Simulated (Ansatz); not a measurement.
Two shapes of doublet C₂H₆O(+).

Shape 1:

```xyz
9

C     0.3270    0.3399   -0.2534
C    -1.1302    0.5203    0.1114
O     0.7527   -0.9133    0.1922
H     0.9233    1.1390    0.2032
H     0.4493    0.4283   -1.3394
H    -1.4898    1.4973   -0.2173
H    -1.7403   -0.2515   -0.3609
H    -1.2646    0.4466    1.1916
H     1.6528   -1.0522   -0.0536
```

Shape 2:

```xyz
9

C     0.0040   -0.5165   -0.1736
C     0.6739    0.1019    1.0307
O    -0.6965    0.4896   -0.8586
H    -0.6740   -1.3300    0.1583
H     0.7714   -0.9900   -0.8203
H     1.2367   -0.6530    1.5998
H     1.3697    0.8946    0.7172
H    -0.0765    0.5545    1.6963
H    -1.1223    0.0944   -1.6248
```

Basis set: def2-SVP (spherical functions). Correlated methods keep 3 orbitals frozen. Charge 1, multiplicity 2.

Computed with Ansatz (development build ahead of 0.2.0); each method stands on the lowest determinant of its kind that the runs found.

Question: Which shape is lower in energy, and by how much in each method?

Answer:

```
 method  E(2) − E(1) (eV)
    UHF             0.019
UHF-MP2            -0.020
```

The methods disagree on the order.
